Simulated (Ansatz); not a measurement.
Crystal: Ca₂O₅, cubic X2O5 type, 14 atoms in the cell.

Space group Pn-3m, simple cubic cell, positions in fractions of the edge: Ca (0 0 0), (0.5 0.5 0), (0.5 0 0.5), (0 0.5 0.5); O (0.5 0 0), (0 0.5 0), (0 0 0.5), (0.5 0.5 0.5), (0.75 0.75 0.25), (0.75 0.25 0.75), (0.25 0.75 0.75), (0.75 0.25 0.25), (0.25 0.75 0.25), (0.25 0.25 0.75).

Method: Ansatz 0.2.0 development build, PBE, plane waves, PAW datasets (generated hard set).

Cutoff 700 eV; k-mesh 10×10×10 Γ-centred; Fermi–Dirac smearing of 0.0612 eV; no spin polarisation.

```
V (Å³/atom)   a (Å)  E − E(min) (meV/atom)  P (GPa)
     11.337  5.4143                  13.67     6.50
     11.578  5.4524                   5.76     4.06
     11.819  5.4900                   1.32     1.87
     12.061  5.5271                   0.00    -0.09
     12.302  5.5637                   1.48    -1.85
     12.543  5.5999                   5.47    -3.42
```

Fit a third-order Birch–Murnaghan equation of state to the energies.

V₀ = 12.049 Å³/atom (a₀ = 5.525 Å), B₀ = 93.2 GPa, B₀′ = 4.40.

The published all-electron PBE values for this crystal (mean of FLEUR and WIEN2k, k-spacing 0.06 Å⁻¹; Bosoni et al., Nat. Rev. Phys. 6, 45 (2024)) are V₀ = 12.060 Å³/atom, B₀ = 93.1 GPa, B₀′ = 4.41. This run's mesh is coarser (spacing 0.11 Å⁻¹), so part of any difference comes from k-sampling.

The stress includes the program's correction for the finite plane-wave basis.

This cubic structure is a model: it isn't the usual form of the substance at ambient conditions, and such phases are metastable or hypothetical. The k-mesh is modest, so these values aren't fully converged in k. Spin polarisation is left out, and a magnetic state may lie lower.
